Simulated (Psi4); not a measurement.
**doublet B2H4F: levels of theory compared**

We compute a comparison of 3 runs (UBHLYP/aug-cc-pVDZ, UM06-L/aug-cc-pVDZ, UPBE0/aug-cc-pVDZ) of doublet B2H4F. 

The results are computed with Psi4 1.11.

### Step 1. The system as given

The species is B2H4F (7 atoms), meant as a doublet with charge 0. As SMILES of the parent species, `B[BH2-]F`. The coordinates come from a GFN2-xTB relaxation. That shape belongs to the parent species and isn't relaxed for this state.

Bond lengths: B1–B2 1.681 Å, B2–F3 1.482 Å, B1–H4 1.197 Å, B1–H5 1.194 Å, B2–H6 1.236 Å, B2–H7 1.237 Å. Angles: B1–B2–F3 115.0°, B1–B2–H6 111.7°, B1–B2–H7 111.7°, F3–B2–H6 105.7°, F3–B2–H7 105.6°, B2–B1–H4 120.9°, B2–B1–H5 127.4°, H6–B2–H7 106.6°, H4–B1–H5 111.7°.

### Step 2. Energy and forces at UBHLYP/aug-cc-pVDZ (run 1)

The input, run.py:

```python
import psi4

psi4.set_memory('1600 MB')
psi4.set_num_threads(1)
psi4.set_output_file('run.log', False)

m = psi4.geometry("""
0 2
B     -1.05350342    -1.03383137    -1.14630787
B      0.69704438     0.74120728     0.82157733
F      3.46520969     0.41022175     0.56502811
H     -3.31250092    -0.92262099    -1.11289751
H     -0.31273078    -2.50222416    -2.69159361
H      0.21163043     0.28419591     3.06014690
H      0.30483172     3.02307047     0.50406555
units bohr
symmetry c1
no_reorient
no_com
""")

psi4.set_options({
    'reference': 'uks',
    'puream': True,
    'e_convergence': 1e-09,
    'd_convergence': 1e-08,
    'scf_type': 'pk',
    'dft_radial_points': 99,
    'dft_spherical_points': 590,
    'maxiter': 200,
})

e_tot, wfn = psi4.gradient('bhhlyp/aug-cc-pVDZ', return_wfn=True)
psi4.oeprop(wfn, 'MULLIKEN_CHARGES', 'MAYER_INDICES', 'LOWDIN_CHARGES')
print('gradient / Eh bohr^-1')
print(e_tot.np.round(6))
print(f'energy = {wfn.energy():.10f} Eh')
```

Started as:

```
$ python run.py
```

run.log:

```text
[...]
  Running in c1 symmetry.
[...]
  Nuclear repulsion =   54.246339671864014
[...]
  Multiplicity = 2
[...]
  Nalpha       = 12
  Nbeta        = 11
[...]
    Number of basis functions: 105
[...]
   @UKS iter   1:  -151.71550815021470   -8.61703e-01   3.27126e-03 ADIIS/DIIS
[...]
   @UKS iter  16:  -151.78711349245657   -4.68674e-11   7.63999e-09 DIIS
[...]
   @S^2 Observed:                7.565175749E-01
[...]
    Orbital Energies [Eh]
    ---------------------
    Alpha Occupied:
       1A    -25.305708     2A     -7.178265     3A     -7.133385
       4A     -1.320746     5A     -0.699492     6A     -0.602622
       7A     -0.536129     8A     -0.521076     9A     -0.511390
      10A     -0.446431    11A     -0.405209    12A     -0.392396
    Alpha Virtual:
      13A     -0.063845    14A      0.013386    15A      0.024875
      16A      0.032642    17A      0.040072    18A      0.050836
      19A      0.055060    20A      0.064306    21A      0.066654
      22A      0.080249    23A      0.094280    24A      0.111528
      25A      0.115538    26A      0.143470    27A      0.185307
[...]
  @UKS Final Energy:  -151.78711349245657
   => Energetics <=
    Nuclear Repulsion Energy =             54.2463396718640141
    One-Electron Energy =                -315.1488889486968219
    Two-Electron Energy =                 119.4536479175354486
    DFT Exchange-Correlation Energy =     -10.3382121331592050
    Empirical Dispersion Energy =           0.0000000000000000
    VV10 Nonlocal Energy =                  0.0000000000000000
    Total Energy =                       -151.7871134924565695
[...]
 Multipole Moments:
 ------------------------------------------------------------------------------------
     Multipole            Electronic (a.u.)      Nuclear  (a.u.)        Total (a.u.)
 ------------------------------------------------------------------------------------
 L = 1.  Multiply by 2.5417464519 to convert [e a0] to [Debye]
 Dipole X            :        -27.2581801           26.2958225           -0.9623576
 Dipole Y            :         -2.3775633            2.1112965           -0.2662668
 Dipole Z            :         -3.5424161            3.2213216           -0.3210945
 Magnitude           :                                                    1.0488717
[...]
  -Total Gradient:
     Atom            X                  Y                   Z
    ------   -----------------  -----------------  -----------------
       1        0.044852754464     0.026088511208     0.029820446277
       2       -0.097373446323    -0.043809636336    -0.050384250845
       3        0.049646245236     0.001272871098     0.003062614126
       4       -0.003587223905    -0.011241322859    -0.012227739706
       5       -0.018736483106    -0.005304430578    -0.006409798106
       6        0.012781629636     0.022423990417     0.012451309522
       7        0.012440025127     0.010572229589     0.023690311437
[...]
  Mulliken Charges: (a.u.)
   Center  Symbol    Alpha    Beta     Spin     Total
       1     B     3.44550  2.95672  0.48878 -1.40222
       2     B     2.84351  2.69705  0.14646 -0.54056
       3     F     4.84637  4.70528  0.14110 -0.55165
       4     H     0.13525  0.12803  0.00723  0.73672
       5     H     0.13407  0.10921  0.02485  0.75672
       6     H     0.29695  0.20167  0.09527  0.50138
       7     H     0.29835  0.20205  0.09630  0.49960
   Total alpha = 12.00000, Total beta = 11.00000, Total charge =  0.00000
  Lowdin Charges: (a.u.)
[...]
```

On the terminal:

```text
gradient / Eh bohr^-1
[[ 0.044853  0.026089  0.02982 ]
 [-0.097373 -0.04381  -0.050384]
 [ 0.049646  0.001273  0.003063]
 [-0.003587 -0.011241 -0.012228]
 [-0.018736 -0.005304 -0.00641 ]
 [ 0.012782  0.022424  0.012451]
 [ 0.01244   0.010572  0.02369 ]]
energy = -151.7871134925 Eh
```

Run time: 41 s. Hardware: 1 thread of Intel Xeon 6975P-C (Granite Rapids), shared host; peak memory 0.67 GiB.

### Step 3. The energy at UM06-L/aug-cc-pVDZ (run 2)

The input, job.json:

```json
{
 "schema_name": "qcschema_input",
 "schema_version": 1,
 "molecule": {
  "schema_name": "qcschema_molecule",
  "schema_version": 2,
  "symbols": ["B", "B", "F", "H", "H", "H", "H"],
  "geometry": [-1.05350342, -1.03383137, -1.14630787, 0.69704438, 0.74120728, 0.82157733, 3.46520969, 0.41022175, 0.56502811, -3.31250092, -0.92262099, -1.11289751, -0.31273078, -2.50222416, -2.69159361, 0.21163043, 0.28419591, 3.0601469, 0.30483172, 3.02307047, 0.50406555],
  "molecular_charge": 0,
  "molecular_multiplicity": 2,
  "fix_symmetry": "c1",
  "fix_com": true,
  "fix_orientation": true
 },
 "driver": "energy",
 "model": {
  "method": "m06-l",
  "basis": "aug-cc-pVDZ"
 },
 "keywords": {
  "reference": "uks",
  "puream": true,
  "e_convergence": 1e-09,
  "d_convergence": 1e-08,
  "scf_type": "pk",
  "dft_radial_points": 99,
  "dft_spherical_points": 590,
  "maxiter": 200
 }
}
```

Started as:

```
$ psi4 --qcschema job.json -n 1 --memory 1600MB
```

stdout:

```text
[...]
  Running in c1 symmetry.
[...]
  Nuclear repulsion =   54.246339671864014
[...]
  Multiplicity = 2
[...]
  Nalpha       = 12
  Nbeta        = 11
[...]
    Number of basis functions: 105
[...]
   @UKS iter   1:  -151.61672325957332   -5.67305e-01   5.01718e-03 ADIIS/DIIS
[...]
   @UKS iter  14:  -151.84852595527801   -7.27596e-12   4.95410e-09 DIIS
[...]
   @S^2 Observed:                7.533502788E-01
[...]
    Orbital Energies [Eh]
    ---------------------
    Alpha Occupied:
       1A    -24.514556     2A     -6.724581     3A     -6.687945
       4A     -1.159313     5A     -0.564085     6A     -0.479405
       7A     -0.416891     8A     -0.397169     9A     -0.396771
      10A     -0.339588    11A     -0.301175    12A     -0.295152
    Alpha Virtual:
      13A     -0.111586    14A      0.005907    15A      0.014945
      16A      0.022800    17A      0.028112    18A      0.037431
      19A      0.046467    20A      0.053209    21A      0.057059
      22A      0.068415    23A      0.069724    24A      0.100979
      25A      0.112224    26A      0.127791    27A      0.155329
[...]
  @UKS Final Energy:  -151.84852595527801
   => Energetics <=
    Nuclear Repulsion Energy =             54.2463396718640141
    One-Electron Energy =                -315.0986559073925832
    Two-Electron Energy =                 128.9839998216485810
    DFT Exchange-Correlation Energy =     -19.9802095413980076
    Empirical Dispersion Energy =           0.0000000000000000
    VV10 Nonlocal Energy =                  0.0000000000000000
    Total Energy =                       -151.8485259552780064
[...]
 Multipole Moments:
 ------------------------------------------------------------------------------------
     Multipole            Electronic (a.u.)      Nuclear  (a.u.)        Total (a.u.)
 ------------------------------------------------------------------------------------
 L = 1.  Multiply by 2.5417464519 to convert [e a0] to [Debye]
 Dipole X            :        -27.0019778           26.2958225           -0.7061553
 Dipole Y            :         -2.3004657            2.1112965           -0.1891692
 Dipole Z            :         -3.4499614            3.2213216           -0.2286398
 Magnitude           :                                                    0.7659742
[...]
```

The result, in JSON:

```text
{
 "driver": "energy",
 "model": {
  "method": "m06-l",
  "basis": "aug-cc-pVDZ"
 },
 "success": true,
 "return_result": -151.848525955278,
 "properties": {
  "calcinfo_nbasis": 105,
  "calcinfo_nmo": 105,
  "calcinfo_nalpha": 12,
  "calcinfo_nbeta": 11,
  "calcinfo_natom": 7,
  "nuclear_repulsion_energy": 54.246339671864014,
  "return_energy": -151.848525955278,
  "scf_one_electron_energy": -315.0986559073926,
  "scf_two_electron_energy": 128.98399982164858,
  "scf_xc_energy": -19.980209541398008,
  "scf_dipole_moment": [-0.7061553205968778, -0.18916917324926974, -0.22863982836223373],
  "scf_total_energy": -151.848525955278,
  "scf_iterations": 14
 }
}
```

It took 56 s on 1 thread of Intel Xeon 6975P-C (Granite Rapids), shared host; peak memory 0.68 GiB.

### Step 4. A single-point energy at UPBE0/aug-cc-pVDZ (run 3)

The input, job.py:

```python
import psi4

psi4.set_memory('1600 MB')
psi4.set_num_threads(1)
psi4.core.set_output_file('run.log', False)

mol = psi4.geometry("""
0 2
B     -0.557490    -0.547080    -0.606600
B      0.368860     0.392230     0.434760
F      1.833710     0.217080     0.299000
H     -1.752900    -0.488230    -0.588920
H     -0.165490    -1.324120    -1.424330
H      0.111990     0.150390     1.619360
H      0.161310     1.599740     0.266740
units angstrom
symmetry c1
no_reorient
no_com
""")

psi4.set_options({
    'basis': 'aug-cc-pVDZ',
    'reference': 'uks',
    'puream': True,
    'e_convergence': 1e-09,
    'd_convergence': 1e-08,
    'scf_type': 'pk',
    'dft_radial_points': 99,
    'dft_spherical_points': 590,
    'maxiter': 200,
})

e_tot, wfn = psi4.energy('pbe0', return_wfn=True)
psi4.oeprop(wfn, 'LOWDIN_CHARGES', 'MULLIKEN_CHARGES', 'WIBERG_LOWDIN_INDICES', title='PBE0')
print(f'pbe0 energy: {e_tot:.10f} Eh')
```

Started as:

```
$ python job.py
```

run.log, shortened:

```text
[...]
  Running in c1 symmetry.
[...]
  Nuclear repulsion =   54.246339642168934
[...]
  Multiplicity = 2
[...]
  Nalpha       = 12
  Nbeta        = 11
[...]
    Number of basis functions: 105
[...]
   @UKS iter   1:  -151.57600597798756   -7.08518e-01   3.67435e-03 ADIIS/DIIS
[...]
   @UKS iter  15:  -151.68532652504251   -1.41256e-11   9.74700e-09 DIIS
[...]
   @S^2 Observed:                7.538092431E-01
[...]
  @UKS Final Energy:  -151.68532652504251
   => Energetics <=
    Nuclear Repulsion Energy =             54.2463396421689339
    One-Electron Energy =                -315.0793555120799283
    Two-Electron Energy =                 124.1504422257878986
    DFT Exchange-Correlation Energy =     -15.0027528809194042
    Empirical Dispersion Energy =           0.0000000000000000
    VV10 Nonlocal Energy =                  0.0000000000000000
    Total Energy =                       -151.6853265250424840
[...]
 Multipole Moments:
 ------------------------------------------------------------------------------------
     Multipole            Electronic (a.u.)      Nuclear  (a.u.)        Total (a.u.)
 ------------------------------------------------------------------------------------
 L = 1.  Multiply by 2.5417464519 to convert [e a0] to [Debye]
 Dipole X            :        -27.1038966           26.2958225           -0.8080741
 Dipole Y            :         -2.3244265            2.1112965           -0.2131300
 Dipole Z            :         -3.4796880            3.2213216           -0.2583664
 Magnitude           :                                                    0.8747350
[...]
  Mulliken Charges: (a.u.)
   Center  Symbol    Alpha    Beta     Spin     Total
       1     B     3.40970  2.95068  0.45902 -1.36038
       2     B     2.86884  2.70675  0.16209 -0.57559
       3     F     4.81998  4.63753  0.18245 -0.45751
       4     H     0.14934  0.14645  0.00290  0.70421
       5     H     0.14966  0.13161  0.01804  0.71873
       6     H     0.30060  0.21330  0.08730  0.48610
       7     H     0.30188  0.21368  0.08820  0.48444
   Total alpha = 12.00000, Total beta = 11.00000, Total charge =  0.00000
  Lowdin Charges: (a.u.)
[...]
```

On the terminal:

```text
pbe0 energy: -151.6853265250 Eh
```

Run time: 33 s. Hardware: 1 thread of Intel Xeon 6975P-C (Granite Rapids), shared host; peak memory 0.67 GiB.

### Step 5. Overview of the runs

```tsv
run	level	task	energy (Eh)	dipole moment (D)	HOMO energy (eV)	LUMO energy (eV)	wall time
1	UBHLYP/aug-cc-pVDZ	gradient	-151.787113	2.67	-10.17	-4.96	41 s
2	UM06-L/aug-cc-pVDZ	energy	-151.848526	1.95	-7.65	-6.70	56 s
3	UPBE0/aug-cc-pVDZ	energy	-151.685327	2.22	-8.87	-5.89	33 s
```

### Step 6. What came out

| quantity | value |
| --- | --- |
| run 3: total energy | -151.68533 Eh |
| run 3: dipole moment | 2.22 D |
| run 3: HOMO energy (highest over α and β) | -8.87 eV |
| run 3: LUMO energy (lowest over α and β) | -5.89 eV |
| run 3: ⟨S²⟩ | 0.754 |

The dipole moment (its size) runs from 1.95 D (UM06-L/aug-cc-pVDZ) to 2.67 D (UBHLYP/aug-cc-pVDZ). Totals of different functionals can't be ranked against each other. All runs together took 2.2 min, the longest 56 s.
